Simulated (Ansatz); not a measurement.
A nudged elastic band was laid between two geometries of BClH2 + H (5 atoms, charge 0, multiplicity 2).

Level of theory: Ansatz, UKS PBE-D4/def2-SVP.

```
movable images  : 5
climbing image  : yes
spring          : 5.0 eV/Å²
optimiser       : quadratic models (default)
start path      : through a guess of the saddle point
force threshold : 0.5 eV/Å
iteration limit : 60
end points      : relaxed
```

First end point:

```xyz
5
Properties=species:S:1:pos:R:3
B 0.000 0.000 -0.202
Cl 0.000 0.000 1.544
H 1.069 0.000 -0.772
H -1.069 0.000 -0.772
H 0.000 0.000 4.901
```

Last end point:

```xyz
5
Properties=species:S:1:pos:R:3
B 0.000 0.000 -0.439
Cl 0.000 0.000 2.874
H 1.097 0.000 -0.956
H -1.097 0.000 -0.956
H 0.000 0.000 4.177
```

Question: Which bonds break or form, and what moves?

Answer: Bonds broken: B1–Cl2. Bonds formed: Cl2–H5. BClH2 + H becomes BH2 + ClH.

Question: What energy profile does the band end with?

Answer: It converged. The highest image is number 4 of 0 to 6, 124.0 kJ/mol above the first end and 9.6 kJ/mol above the last; the last end lies 114.4 kJ/mol above the first. The threshold of 0.5 eV/Å is loose, so the images may lie well off the minimum-energy path. The order of the point at the top wasn't checked.

```csv
image,path coordinate (Å),energy (kJ/mol),B1–Cl2 (Å),Cl2–H5 (Å)
0,0.00,0.0,1.75,3.36
1,0.43,1.0,1.75,2.88
2,0.86,8.1,1.75,2.40
3,1.28,80.9,1.99,1.80
4,1.71,124.0,2.53,1.33
5,2.14,116.1,2.92,1.31
6,2.58,114.4,3.31,1.30
```

Question: What is the geometry of the highest image?

Answer: 
```xyz
5
Properties=species:S:1:pos:R:3
B 0.000 0.000 -0.143
Cl 0.000 0.000 2.388
H 1.106 0.000 -0.632
H -1.106 0.000 -0.632
H 0.000 0.000 3.719
```

Run time: 51 s on 1 thread of Arm Neoverse V1 (shared host), peak memory 0.11 GiB.
